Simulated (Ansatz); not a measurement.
# H4SSi: vertical and adiabatic energies of changing the electron count, by script

The task is vertical and adiabatic energies of changing the electron count, for H4SSi.

All numbers are computed with Ansatz 0.2.0 through its Python package. Level of theory: CAM-B3LYP/def2-TZVP.

### Step 1. The system

Bond lengths: Si1–S2 2.110 Å, Si1–H3 1.567 Å, Si1–H4 1.441 Å, Si1–H5 1.514 Å, S2–H6 1.356 Å. Angles: Si1–S2–H6 97.9°, S2–Si1–H3 108.3°, S2–Si1–H4 111.3°, S2–Si1–H5 109.5°, H3–Si1–H4 112.5°, H3–Si1–H5 105.3°, H4–Si1–H5 109.6°.

No structure file is read: the coordinates are typed or built in the script.

### Step 2. The code

The input, adiabatic_h4ssi.py:

```python
"""Vertical and adiabatic ionisation of H4SSi."""

import itertools

import ansatz as az
from ase.data import atomic_numbers, covalent_radii
import numpy as np

geometry_ang = [
    ("Si", (-0.133, -0.335, -0.4267)),
    ("S", (0.8842, 0.0064, 1.3904)),
    ("H", (-1.6561, -0.0469, -0.2006)),
    ("H", (0.1089, -1.667, -0.9198)),
    ("H", (0.3177, 0.6779, -1.4576)),
    ("H", (0.5205, 1.3006, 1.5682)),
]
molecule = az.Crystal.molecule()
for symbol, xyz in geometry_ang:
    molecule = molecule.atom(symbol, xyz)

job = (
    molecule.calculation()
    .basis(gaussian="def2-TZVP")
    .functional("cam_b3lyp")
    .accuracy("medium")
    .scf(lower_state_search="light")
)
symbols = [site.symbol for site in molecule.cartesian_sites]
start = np.array([site.position_ang for site in molecule.cartesian_sites], dtype=float)
report = job.relax(force_tolerance=0.01).run(threads=1, backend="cpu").report
end = np.array(report["positions_ang"])

minimum = az.Crystal.molecule()
for symbol, place in zip(symbols, end):
    minimum = minimum.atom(symbol, place.tolist())
ion = (
    minimum.calculation()
    .basis(gaussian="def2-TZVP")
    .functional("cam_b3lyp")
    .accuracy("medium")
    .scf(lower_state_search="light")
    .charge(1)
    .spin("collinear", total=1)
)
vertical = ion.run(threads=1, backend="cpu").report
settled = ion.relax(force_tolerance=0.01, max_steps=80).run(threads=1, backend="cpu").report
print(f"vertical ionisation energy   {vertical['free_energy_ev'] - report['free_energy_ev']:.3f} eV")
print(f"adiabatic, no zero point     {settled['free_energy_ev'] - report['free_energy_ev']:.3f} eV")
print(f"relaxation energy of the ion {vertical['free_energy_ev'] - settled['free_energy_ev']:.3f} eV")
ionised = np.array(settled["positions_ang"])
# pairs closer than 1.2 times the sum of covalent radii, before or after
radius = [covalent_radii[atomic_numbers[s]] for s in symbols]
span = lambda where, i, j: np.linalg.norm(where[i] - where[j])
bonded = [(i, j) for i, j in itertools.combinations(range(len(symbols)), 2) if min(span(end, i, j), span(ionised, i, j)) < 1.2 * (radius[i] + radius[j])]
print("pair        before    after (A)")
for i, j in bonded:
    print(f"{symbols[i]}{i}-{symbols[j]}{j}".ljust(10), f"{span(end, i, j):8.4f} {span(ionised, i, j):8.4f}")
for first, second in list(itertools.combinations(bonded, 2)):
    shared = set(first) & set(second)
    if shared and symbols[(j := shared.pop())] != "H":
        i, k = sorted((set(first) | set(second)) - {j})
        u, v = ionised[i] - ionised[j], ionised[k] - ionised[j]
        angle = np.degrees(np.arccos(np.clip(u @ v / np.linalg.norm(u) / np.linalg.norm(v), -1, 1)))
        print(f"final angle {symbols[i]}{i}-{symbols[j]}{j}-{symbols[k]}{k}: {angle:.2f} deg")
```

### Step 3. What the engine is handed

The engine receives this input (first run):

```yaml
crystal:
  periodic: [false, false, false]
  atoms:
    - { symbol: Si, position_ang: [-0.133, -0.335, -0.4267] }
    - { symbol: S, position_ang: [0.8842, 0.0064, 1.3904] }
    - { symbol: H, position_ang: [-1.6561, -0.0469, -0.2006] }
    - { symbol: H, position_ang: [0.1089, -1.667, -0.9198] }
    - { symbol: H, position_ang: [0.3177, 0.6779, -1.4576] }
    - { symbol: H, position_ang: [0.5205, 1.3006, 1.5682] }
accuracy: medium
basis:
  gaussian:
    orbitals: def2-TZVP
hamiltonian:
  xc: cam_b3lyp
scf:
  lower_state_search: light
relax:
  f_tol: 0.01
```

### Step 4. Launch

Run with:

```sh
$ python adiabatic_h4ssi.py
```

Q: Predict the main results. Wanted: vertical ionisation energy; adiabatic ionisation energy, no zero point.

The runs gave:

| quantity | value |
| --- | --- |
| vertical ionisation energy | 9.920 eV |
| adiabatic ionisation energy, no zero point | 9.675 eV |
| runs compared | 3 |

The ionisation energy is a difference of two total energies at the neutral geometry; letting the ion relax lowers it by 0.24 eV. The dearest, run 3, took some 7.8 times as long as run 2. Run 1: After 5 moves the largest shift is 0.080 Å, of atom 1 (Si). Run 3: The relaxation took 5 moves; the largest shift is 0.152 Å, of atom 1 (Si). The energies are electronic: no zero-point or thermal terms, and the basis set is short of its limit. The product may relax into another structure. The relaxation finds the nearest minimum, so the adiabatic value is an upper bound.
